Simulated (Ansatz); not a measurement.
# C2H3ClO: small, medium and large basis sets

Aim: see how fast density functionals converge with the basis set for C2H3ClO.

Program: Ansatz 0.2.0, Gaussian basis. Level of theory: one geometry, several basis sets. These are calculated values, not measurements.

Plan: PBE0-D4/def2-SVP; ωB97M-V/def2-SVP; PBE0-D4/def2-QZVPP; ωB97M-V/def2-QZVPP; the functionals' def2-TZVPP values are taken from earlier runs.

## Step 1: Structure used throughout

The geometry comes from an earlier relaxation with PBE0-D4 in a triple-zeta def2 set; it is a stationary point, not always the lowest conformer.

7 atoms, charge 0, spin multiplicity 1.

Atoms are counted from 1 here; the program's logs count them from 0.

Bond lengths: C1–C2 1.327 Å, C1–H5 1.078 Å, C1–H6 1.083 Å, C2–O3 1.343 Å, C2–Cl4 1.717 Å, O3–H7 0.964 Å. Angles: C2–C1–H5 120.8°, C2–C1–H6 120.4°, H5–C1–H6 118.8°, C1–C2–O3 127.4°, C1–C2–Cl4 122.4°, O3–C2–Cl4 110.2°, C2–O3–H7 108.5°.

## Step 2: PBE0-D4 in def2-SVP

in.yaml reads:

```yaml
crystal:
  periodic: [false, false, false]
  atoms:
    - {symbol: C, position_ang: [-0.186134, 0.387738, 0.792240]}
    - {symbol: C, position_ang: [-0.211147, -0.170079, -0.411289]}
    - {symbol: O, position_ang: [0.833861, -0.633752, -1.116763]}
    - {symbol: Cl, position_ang: [-1.667887, -0.392808, -1.292216]}
    - {symbol: H, position_ang: [-1.095577, 0.724672, 1.263253]}
    - {symbol: H, position_ang: [0.752009, 0.512559, 1.319748]}
    - {symbol: H, position_ang: [1.636177, -0.496431, -0.600673]}
basis:
  gaussian: {orbitals: def2-SVP}
hamiltonian: {xc: pbe0, dispersion: d4}
output: {orbitals: {seedname: orbitals}}
```

Command:

```sh
$ ansatz run in.yaml --threads 2 --pin off --events-out ev --progress --plain --max-ram 4352MiB
```

After this run come: ωB97M-V in def2-SVP; PBE0-D4 in def2-QZVPP; ωB97M-V in def2-QZVPP.

Q: Predict the results of all the runs planned. Wanted: PBE0-D4: double and triple zeta above quadruple; ωB97M-V: double and triple zeta above quadruple.

As calculated:

| quantity | value |
| --- | --- |
| PBE0-D4: double and triple zeta above quadruple | 9.81, 0.60 eV |
| ωB97M-V: double and triple zeta above quadruple | 9.90, 0.57 eV |

**Reading.** PBE0-D4 gains 9.21 eV from double to triple zeta, then 0.60 eV more. These are total energies; as a rule much of such shifts cancels in differences, which this series doesn't test. The LUMO of ωB97M-V is positive and keeps falling with the basis (3.00 to 1.46 eV): an unbound level that the basis holds in place.
